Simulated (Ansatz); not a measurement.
Cost and result for the atomization energy of C$_{6}$H$_{7}$N (`N#CC1=CCCC1`) (14 atoms, 14 bonds).

Cartesian coordinates in Å:
```
N 1.585 -2.605 -1.930
C 1.059 -1.745 -1.370
C 0.427 -0.704 -0.643
C -0.348 0.244 -1.174
C -0.806 1.221 -0.140
C -0.466 0.518 1.185
C 0.619 -0.513 0.841
H -0.583 0.324 -2.229
H -1.867 1.467 -0.232
H -0.260 2.166 -0.259
H -1.353 -0.003 1.551
H -0.152 1.213 1.964
H 0.515 -1.445 1.399
H 1.630 -0.137 1.037
```

Charge 0, multiplicity 1. The structure was optimised at the PBE0-D4/def2-TZVP level. Program: Ansatz. All runs use 2 threads of an AMD EPYC 7R13 on a shared host and a share of an NVIDIA H100 80 GB. Times are those of one run each, without the atoms' runs, and a repeat can differ threefold. Electronic energies, without spin–orbit coupling; frozen cores. CCSD(T)/CBS adds CCSD(T) − MP2 in def2-TZVPP to the MP2 limit, and its time is that of the two runs behind it. T1 = 0.012; the RHF reference is unstable towards UHF. B3LYP takes the VWN-RPA correlation (the form of Gaussian; ORCA's B3LYP/G).

CCSD(T)/CBS is a level of theory with its own doubt, some kJ/mol a heavy atom from the limit and from the frozen cores, so smaller differences don't rank the functionals.

```json
{"level": "CCSD(T)/def2-SVP", "functions": "133", "wall time": "1.9 s"}
{"level": "BHLYP-D4/def2-TZVPP", "functions": "315", "wall time": "2.3 s"}
{"level": "LDA (SPW92)/def2-TZVPP", "functions": "315", "wall time": "2.8 s"}
{"level": "B3LYP-D4/def2-TZVPP (with forces)", "functions": "315", "wall time": "3.4 s"}
{"level": "PBE0-D4/def2-TZVPP", "functions": "315", "wall time": "3.6 s"}
{"level": "revPBE-D4/def2-TZVPP", "functions": "315", "wall time": "3.6 s"}
{"level": "B97M-V/def2-TZVPP", "functions": "315", "wall time": "3.6 s"}
{"level": "BLYP-D4/def2-TZVPP", "functions": "315", "wall time": "4 s"}
{"level": "ωB97X-V/def2-TZVPP", "functions": "315", "wall time": "5.5 s"}
{"level": "ωB97M-V/def2-TZVPP (with forces)", "functions": "315", "wall time": "7 s"}
{"level": "MP2/def2-QZVPP", "functions": "609", "wall time": "7 s"}
{"level": "CCSD(T)/def2-TZVPP", "functions": "315", "wall time": "8.1 s"}
{"level": "CCSD(T)/CBS(def2)", "functions": "–", "wall time": "15 s"}
```

Problem. What atomization energy does each give, and how far from CCSD(T)/CBS? (An estimate is asked.)

Solution. Computed: 
```json
{"level": "CCSD(T)/def2-SVP", "atomization (kJ/mol)": "6122.0", "difference from CCSD(T)/CBS": "-228.5", "per bond": "-16.3"}
{"level": "BHLYP-D4/def2-TZVPP", "atomization (kJ/mol)": "6163.8", "difference from CCSD(T)/CBS": "-186.7", "per bond": "-13.3"}
{"level": "LDA (SPW92)/def2-TZVPP", "atomization (kJ/mol)": "7345.7", "difference from CCSD(T)/CBS": "995.2", "per bond": "71.1"}
{"level": "B3LYP-D4/def2-TZVPP (with forces)", "atomization (kJ/mol)": "6377.2", "difference from CCSD(T)/CBS": "26.7", "per bond": "1.9"}
{"level": "PBE0-D4/def2-TZVPP", "atomization (kJ/mol)": "6455.9", "difference from CCSD(T)/CBS": "105.4", "per bond": "7.5"}
{"level": "revPBE-D4/def2-TZVPP", "atomization (kJ/mol)": "6429.0", "difference from CCSD(T)/CBS": "78.5", "per bond": "5.6"}
{"level": "B97M-V/def2-TZVPP", "atomization (kJ/mol)": "6380.9", "difference from CCSD(T)/CBS": "30.4", "per bond": "2.2"}
{"level": "BLYP-D4/def2-TZVPP", "atomization (kJ/mol)": "6390.0", "difference from CCSD(T)/CBS": "39.5", "per bond": "2.8"}
{"level": "ωB97X-V/def2-TZVPP", "atomization (kJ/mol)": "6375.6", "difference from CCSD(T)/CBS": "25.1", "per bond": "1.8"}
{"level": "ωB97M-V/def2-TZVPP (with forces)", "atomization (kJ/mol)": "6388.1", "difference from CCSD(T)/CBS": "37.6", "per bond": "2.7"}
{"level": "MP2/def2-QZVPP", "atomization (kJ/mol)": "6446.7", "difference from CCSD(T)/CBS": "96.2", "per bond": "6.9"}
{"level": "CCSD(T)/def2-TZVPP", "atomization (kJ/mol)": "6200.8", "difference from CCSD(T)/CBS": "-149.7", "per bond": "-10.7"}
{"level": "CCSD(T)/CBS(def2)", "atomization (kJ/mol)": "6350.5", "difference from CCSD(T)/CBS": "0.0", "per bond": "0.0"}
```

Leaving LDA and LC-ωPBE aside and taking each functional with its dispersion term where it has one, the values, not all of them listed here, spread over 431.5 kJ/mol, from BHLYP-D4 to PBE-D4. LDA lies +781.9 kJ/mol from PBE without D4, its usual overbinding. In def2-TZVPP, CCSD(T) changes the Hartree–Fock value by +1576.0 kJ/mol (the triples alone add +115.7 kJ/mol) and MP2 by +1734.1 kJ/mol; breaking electron pairs costs correlation energy, which Hartree–Fock lacks. At CCSD(T), def2-SVP lies −228.4 kJ/mol from the extrapolated value and def2-TZVPP −149.6 kJ/mol: correlation converges slowly with the basis, and small sets miss more of it in the bonded molecule than in its fragments.
